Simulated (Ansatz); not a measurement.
# Isomers

Structures of Si2H5O (charge +1), singlet, relaxed at PBE0-D4/def2-TZVP (vibrations not checked; lower isomers may exist, and structures with a doubtful reference or unclear bonds are left out). Computed with Ansatz 0.2.0 (basis: def2-TZVPP); correlated methods freeze the cores. B3LYP uses VWN-RPA correlation.

(1) Rank them by CCSD(T) energy, lowest first, and give each one's height above the lowest. Links in brackets join atoms within 1.22 times the sum of their covalent radii (1.1 for two metals). (An estimate is asked for; the value comes from the calculation.)
A.
Si₂H₅O ([OH][SiH][SiH3]), total charge +1
```
8
angstrom
O -1.6739 0.4725 -0.9977
Si -0.1721 0.7120 -0.5515
Si 0.7834 -0.8775 0.9090
H -2.1962 1.0318 -1.5863
H 0.4477 1.9325 -1.1229
H 1.1330 -0.0509 2.0861
H 1.9599 -1.3442 0.1420
H -0.2817 -1.8763 1.1213
```
B.
Si₂H₅O ([OH2][SiH][SiH2]), total charge +1
```
8
angstrom
O -1.3557 0.2554 -1.5170
Si 0.1711 1.0867 -0.8182
Si 0.7755 -0.1405 0.9298
H -1.3177 -0.2276 -2.3547
H -0.4217 2.4241 -0.5830
H 2.0163 0.3058 1.6051
H 0.6525 -1.6141 0.8234
H -2.2549 0.5727 -1.3451
```
C.
Si₂H₅O ([SiH2][O][SiH3]), total charge +1
```
8
angstrom
Si -0.9003 1.0055 -1.1703
O -0.1218 0.1326 -0.1656
Si 0.7454 -0.8322 0.9715
H -2.2725 0.6184 -1.5278
H -0.2413 2.1918 -1.7351
H 1.4217 -1.8351 0.1304
H -0.2917 -1.3897 1.8567
H 1.6606 0.1086 1.6401
```

(2) Do PBE-D4, r2SCAN-D4, PBE0-D4, B3LYP-D4, wB97M-V, HF, MP2 give the same order? (A judgement: the text doesn't fix the answer.)

No T1 diagnostic of these runs exceeds 0.020. The restricted Hartree–Fock reference is unstable towards an unrestricted one at one or more of these structures. A large double-excitation amplitude points to some diradical character; no triplet was computed.

For scale, one of the runs: CCSD(T)/def2-TZVPP, 185 basis functions, launched by `ansatz run in.yaml --threads 2 --pin off --events-out ev --progress --plain --max-ram 4352MiB`. Time: 51 s of wall clock on 2 CPU threads of an Arm Neoverse N1; the host was shared. Peak host memory: 1.7 GiB.

Results:

(1) By the calculation: C (0.000 eV), A (0.734 eV), B (2.389 eV). Heights count from the lowest.

(2) Computed: All do.
